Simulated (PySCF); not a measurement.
Gas-phase reaction: 2 AlCl₃ + 3 H₂ + N₂ = 2 AlCl₃.NH₃. Level: ωB97X-V/def2-TZVP†; standard pressure 1 bar.

Method: PySCF energies plus ideal-gas RRHO corrections (1 bar). † marks an energy on the PBE0/def2-TZVP geometry and frequencies. All species are closed-shell singlets. Adducts (AlCl₃.NH₃) have no counterpoise correction, and HF, PBE, BLYP, B3LYP and PBE0 lack dispersion. The harmonic model lacks anharmonicity and excited electronic states, which grow with temperature; levels with a mode under 35 cm⁻¹ are left out. Soft modes under 120 cm⁻¹ make the harmonic entropy rough for AlCl₃.NH₃.

```csv
T (K),1000/T (1/K),log10 K
1000,1.0000,-3.27
1200,0.8333,-6.88
1400,0.7143,?
1600,0.6250,-11.30
1800,0.5556,-12.74
2000,0.5000,-13.87
```

Problem. Fit log10 K = a + b·(1000/T) to the five rows, get the mean ΔH° and ΔS°, and predict log10 K at 1400 K.

Solution. Means: 1000/T = 0.7028, log10 K = -9.612. Sums of products about the means: Sxy = 3.69666, Sxx = 0.174207, so b = Sxy/Sxx = 21.22 and a = -9.612 − (21.22)×0.7028 = -24.52.
ΔH° = −R ln 10 × 1000 K × b = −19.145 × (21.22) = -406 kJ; ΔS° = R ln 10 × a = -469 J/K. The run's own values go from -416 kJ and -479 J/K at 1000 K to -385 kJ and -458 J/K at 2000 K.
Prediction at 1400 K: -24.52 + (21.22)×0.7143 = -9.36. The computed value is -9.42, 0.06 from the line.
For scale, ΔH°(298 K) is -412 kJ at this level, -407 kJ at ωB97M-V/def2-TZVP†, and runs from -544 to -300 kJ over the 19 levels computed.
